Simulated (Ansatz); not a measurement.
Geometry optimisation, RKS PBE-D4/6-31G* in Ansatz 0.2.0.

input.yaml

```yaml
crystal:
  periodic: [false, false, false]
  atoms:
    - { symbol: Si, position_ang: [-0.513815, 0.040761, -0.410207] }
    - { symbol: H, position_ang: [0.039163, -0.02975, 2.210072] }
    - { symbol: H, position_ang: [0.796337, -0.18957, 0.304302] }
    - { symbol: H, position_ang: [-0.433781, 1.398205, -1.047143] }
    - { symbol: H, position_ang: [-0.61642, -1.02804, -1.458844] }
    - { symbol: "N", position_ang: [-2.052045, -0.007404, 0.49883] }
    - { symbol: H, position_ang: [-2.328308, -0.896707, 0.919372] }
    - { symbol: H, position_ang: [-2.255747, 0.763923, 1.137897] }
    - { symbol: H, position_ang: [-0.668084, -0.051418, 2.30102] }
basis:
  gaussian: { orbitals: "6-31G*" }
hamiltonian:
  xc: pbe
  dispersion: d4
relax:
  f_tol: 0.03
  max_steps: 50
```

Run as:

```bash
$ ansatz run input.yaml --threads 1 --pin off --max-ram 2048MiB --backend cpu --events-out ev --progress --plain --runs-dir out
```

Task: Where does it end, and by what steps?

Result: The run converged. The force dipped under the threshold on the way, but the program's further checks kept it going. After 13 steps the energy has fallen by 0.331 eV; H2 moved furthest, 1.23 Å.

| step | energy less start (eV) | largest force component (eV/Å) | accepted |
| --- | --- | --- | --- |
| 0 | 0.0000 | 1.668 | yes |
| 1 | -0.1827 | 0.354 | yes |
| 2 | -0.2585 | 0.350 | yes |
| 3 | -0.2990 | 0.144 | yes |
| 4 | -0.3167 | 0.090 | yes |
| 5 | -0.3225 | 0.179 | yes |
| 6 | -0.3280 | 0.057 | yes |
| 7 | -0.3276 | 0.181 | no |
| 8 | -0.3288 | 0.032 | yes |
| 9 | -0.3302 | 0.083 | yes |
| 10 | -0.3306 | 0.043 | yes |
| 11 | -0.3310 | 0.050 | yes |
| 12 | -0.3311 | 0.026 | yes |
| 13 | -0.3312 | 0.009 | yes |

```xyz
9
Properties=species:S:1:pos:R:3
Si -0.597 0.059 -0.723
H -0.153 -0.150 3.421
H 0.791 -0.079 -0.141
H -0.648 1.375 -1.440
H -0.782 -1.070 -1.693
N -1.949 0.024 0.386
H -2.144 -0.847 0.881
H -2.071 0.815 1.019
H -0.480 -0.127 2.745
```

The run took 20 s on 1 thread of Arm Neoverse V1, with other jobs on the host, peak memory 0.1 GiB.
